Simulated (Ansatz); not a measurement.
# BSiPH (quartet): wave-function methods side by side at a displaced geometry (v2), cc-pVDZ

One table from this session's results is given with a row withheld; the runs are named, their logs left out.

Program: Ansatz 0.2.0, Gaussian basis. Level of theory: cc-pVDZ, core rule «outside noble gas», up to 11 orbitals frozen. These are calculated values, not measurements.

The runs, in order: UHF; CCSD(T) on ROHF; CCSD(T) on UHF; BCCD(T) on ROHF; CISD as a restricted active space (open shells left free, so some higher excitations enter); CCSDT(Q) on ROHF; CCSDT(Q) on UHF.

23 further runs of the same task are left out: 8 that didn't finish, 15 set aside as unsound or not needed. Runs told in other sessions of the task aren't counted.

## The geometry

The geometry is a PBE0/def2-TZVP stationary point (not a proven minimum) with its atoms shifted at random (size 0.100 Å).

4 atoms, charge 0, spin multiplicity 4.

Atoms are counted from 1 here; the program's logs count them from 0.

Bond lengths: B1–Si2 1.801 Å, B1–H4 1.202 Å, Si2–P3 2.111 Å. Angles: Si2–B1–H4 173.5°, B1–Si2–P3 172.6°.

The first run:

in.yaml reads:

```yaml
crystal:
  periodic: [false, false, false]
  atoms:
    - {symbol: B, position_ang: [0.064568, 0.023749, 1.124416]}
    - {symbol: Si, position_ang: [-0.100306, 0.032123, -0.669290]}
    - {symbol: P, position_ang: [-0.023685, -0.000301, -2.778570]}
    - {symbol: H, position_ang: [0.059423, -0.055571, 2.323444]}
basis:
  gaussian: {orbitals: cc-pVDZ}
magnetization: {spin_polarized: true, initial_magnetization: 3}
hamiltonian: {xc: hf}
output: {orbitals: {seedname: orbitals}}
```

Command:

```bash
$ ansatz run in.yaml --threads 1 --pin off --events-out ev --progress --plain --max-ram 2393MiB
```

Steps of the session up to this table: UHF; CCSD(T) on ROHF; CCSD(T) on UHF; BCCD(T) on ROHF; CISD as a restricted active space (open shells left free, so some higher excitations enter); CCSDT(Q) on ROHF; CCSDT(Q) on UHF.

One of the session's tables, all rows but one given; the rest of the session is left out.

```
   method  from RCCSDT(Q) (meV)
     ROHF               +8047.9
      UHF               +7682.0
     RMP2               +1608.8
     UMP2                     ?
     CISD               +1317.7
    RCCSD                +467.0
    UCCSD                +438.0
 RCCSD(T)                 +95.4
 UCCSD(T)                 +99.6
  BCCD(T)                 +96.4
   RCCSDT                 +33.4
   UCCSDT                 +30.3
RCCSDT(Q)                     0
UCCSDT(Q)                  -3.1
```

**Question.** Estimate the row for UMP2.

The run gave: from RCCSDT(Q) (meV): +1665.2. In the column «from RCCSDT(Q) (meV)» it lies between RMP2 (+1608.8) and UHF (+7682.0).

Limits of these values: Warnings: spin contamination; large T1 diagnostic. Restricted and unrestricted rows rest on different reference determinants; a gap between their highest levels can come from leftover correlation error, from unlike frozen cores or from another state.
